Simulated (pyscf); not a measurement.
**Atom transfer: F–CH=CH–F + H• → HF + •HC=CH–F**

Gas phase, doublet surface, charge 0. Bonds broken: F1–C2. Bonds formed: F1–H7. Single points on ωB97X-D3(BJ)/def2-SVP structures (PySCF, gas phase). Correlated levels are frozen-core, on RHF or UHF. ΔMP2 is the change of the MP2 total energy from the triple- to the quadruple-zeta basis.

Transition state (Å):

```xyz
7

F     -1.3029    -1.4741    -0.2570
C     -0.2453    -0.2519    -0.6005
C      0.1244     0.4748     0.4338
F      0.9780     1.5028     0.3241
H     -0.0023    -0.2263    -1.6602
H     -0.2269     0.3060     1.4573
H     -2.0833    -2.3862    -0.0306
```

One imaginary mode, 2019i cm⁻¹; descent along it reached the two sides named.

```csv
bond,change,reactant side (Å),saddle,product side
F1–C2,breaks,1.336,1.652,4.0
F1–H7,forms,3.2,1.222,0.925
```

Electronic energies relative to the separated reactants (eV):

```csv
level,barrier,reaction energy,reverse barrier
ωB97X-D3(BJ)/def2-TZVP,1.68,-0.51,2.19
PBE/def2-TZVP,1.12,-0.48,1.60
r²SCAN/def2-TZVP,1.17,-0.67,1.84
B3LYP-D3(BJ)/def2-TZVP,1.26,-0.65,1.91
PBE0-D3(BJ)/def2-TZVP,1.45,-0.52,1.97
M06-2X/def2-TZVP,1.64,-0.56,2.21
ωB97M-D3(BJ)/def2-TZVP,1.57,-0.56,2.13
HF/def2-TZVP,2.39,-0.78,3.16
MP2/def2-QZVPP,2.15,-0.36,2.50
CCSD/def2-TZVPP,1.73,-0.78,2.51
CCSD(T)/def2-TZVPP,1.65,-0.71,2.37
CCSD(T)/def2-TZVPP + ΔMP2(QZVPP),1.63,-0.73,2.36
```

With CCSD(T)/def2-TZVPP + ΔMP2(QZVPP) energies and thermal terms (ideal gas, 1 atm, RRHO with modes under 100 cm⁻¹ raised to 100, one conformer, R ln 2 for rigid chiral ones), in eV:

```csv
T (K),ΔH‡,ΔG‡,ΔH,ΔG
298,1.58,1.83,-0.64,-0.79
600,1.58,2.08,-0.66,-0.94
900,1.57,2.34,-0.69,-1.08
1200,1.56,2.59,-0.72,-1.21
```

F–CH=CH–F lies 0.48 eV over its isomer H₂C=C(F)–F, and others may lie lower still (electronic energy, ωB97M-D3(BJ)). One saddle was located; it need not be the lowest between these sides. The angle at the transferred F is 179°. The CCSD(T) − MP2 part came from Ansatz, without density fitting, on the same reference. A UHF reference is spin-contaminated (<S²> up to 1.00), which harms MP2 most.
